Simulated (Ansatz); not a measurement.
Input file:

```yaml
crystal:
  periodic: [false, false, false]
  atoms:
    - {symbol: B, position_ang: [0.000000, -0.296477, 1.969183]}
    - {symbol: Ga, position_ang: [0.000000, 0.082060, 0.092920]}
    - {symbol: F, position_ang: [0.000000, -0.142821, -1.623169]}
    - {symbol: H, position_ang: [0.000000, 0.195537, 3.045915]}
basis:
  gaussian: {orbitals: cc-pVDZ}
total_charge: 1
magnetization: {spin_polarized: true, initial_magnetization: 3}
hamiltonian: {xc: {name: PBE0}}
correlation: {method: ccsd, electrons: outside_noble_gas, diis_vectors: 2}
```

```sh
$ ansatz run in.yaml --threads 1 --pin off --events-out ev --progress --plain --max-ram 2393MiB
```

Question: Roughly how long does this take on 1 thread of Arm Neoverse V2, shared host, and how much host memory?

Answer: 4.7 s wall and 0.26 GiB.

```
629 factors; integrals over basis functions are off by at most 1.3e-3 eV
mean field evaluation 1: about -55750.3918 eV, gradient 5.6e1 eV
mean field evaluation 2: about -55750.4767 eV, gradient 5.6e1 eV
mean field evaluation 4: about -55758.5149 eV, gradient 1.6e1 eV
mean field evaluation 8: about -55761.5998 eV, gradient 8.1e-1 eV
mean field evaluation 16: about -55761.6509 eV, gradient 2.1e-2 eV
mean field evaluation 32: about -55761.3773 eV, gradient 3.5e0 eV
mean field -55761.65095445 eV, -2049.2028759716 hartree, gradient 3.6e-6 eV, S^2 3.754907; 2 other end points of the search recorded, 0 dependent functions left out
16 core orbitals not correlated, not the lowest: weight in the atoms' cores, before any rotation towards them, 0.933 or more for the frozen orbitals, at most 0.063 for the correlated occupied ones
reference -55712.94330697 eV, -2047.4129029419 hartree; 8, 5 occupied and 36, 39 virtual orbitals, 629 factors
second order -8.39617885 eV of doubles, -0.42231278 eV of singles
cycle   1  -8.28294824 eV  change    5.1e-1 eV  update   1.4e-1
cycle   2  -8.68364385 eV  change   -4.0e-1 eV  update   9.2e-2
cycle   3  -8.80712375 eV  change   -1.2e-1 eV  update   1.8e-2
cycle   4  -8.80858063 eV  change   -1.5e-3 eV  update   1.0e-2
cycle   5  -8.83060539 eV  change   -2.2e-2 eV  update   6.0e-3
cycle   6  -8.82737269 eV  change    3.2e-3 eV  update   4.0e-3
cycle   7  -8.83171319 eV  change   -4.3e-3 eV  update   2.7e-3
cycle   8  -8.82936168 eV  change    2.4e-3 eV  update   1.4e-3
cycle   9  -8.82934411 eV  change    1.8e-5 eV  update   1.1e-3
cycle  10  -8.82962790 eV  change   -2.8e-4 eV  update   5.0e-4
cycle  11  -8.82911911 eV  change    5.1e-4 eV  update   3.7e-4
cycle  12  -8.82930680 eV  change   -1.9e-4 eV  update   2.4e-4
cycle  13  -8.82911289 eV  change    1.9e-4 eV  update   1.7e-4
cycle  14  -8.82910874 eV  change    4.1e-6 eV  update   1.0e-4
cycle  15  -8.82911135 eV  change   -2.6e-6 eV  update   7.1e-5
cycle  16  -8.82901060 eV  change    1.0e-4 eV  update   4.5e-5
cycle  17  -8.82906529 eV  change   -5.5e-5 eV  update   2.4e-5
cycle  18  -8.82903971 eV  change    2.6e-5 eV  update   1.9e-5
cycle  19  -8.82904038 eV  change   -6.7e-7 eV  update   1.1e-5
Total energy: -55721.77234735 eV, -2047.7373641913 hartree
```
